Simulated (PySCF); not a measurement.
Start geometry of diiminomethane, `N=C=N` from GFN2-xTB (Å):
```
atom  x, y, z in Å
N1    -1.115   -0.442    0.000
C2     0.005   -0.055    0.008
N3     1.191    0.009   -0.056
H4    -1.891    0.018   -0.443
H5     1.844    0.436    0.582
```

**Question.** What comes out of this run: PBE0-D3(BJ)/def2-TZVP geometry optimisation, gas phase (PySCF)?

**Answer.** 
```
atom  x, y, z in Å
N1    -1.1275   -0.5056    0.0006
C2     0.0386   -0.1585   -0.0169
N3     1.2422    0.0108   -0.0755
H4    -1.8237    0.0652   -0.4573
H5     1.7035    0.5547    0.6400
```

The energy falls by 3.6 kcal/mol over 5 energy and gradient evaluations, the largest force component goes from 0.0604 to 1.5e-04 Eh/bohr, and the atoms move by 0.102 Å rms after alignment. The bond that changes most is N1=C2 (ends: nitrogen bonded to C and H; central carbon of cumulated double bonds), which lengthens by 0.031 Å. Bonds longer at the end by more than 0.005 Å: 3 of 4; shorter: 0. Among the angles that change most is C2–N3–H5, from 129.4° to 119.5°. Rotational constants go from 449726, 10912, 10897 to 378203, 10481, 10480 MHz. The orientation of the end geometry is arbitrary; only internal coordinates are fixed.

The run used 105 basis functions and 37 SCF cycles in all. The run took 10 s of wall time on an Arm Neoverse V2 with one thread, on a shared host, and the process peaked at 0.41 GiB of memory.

PBE0-D3(BJ)/def2-TZVP frequencies: not computed here.
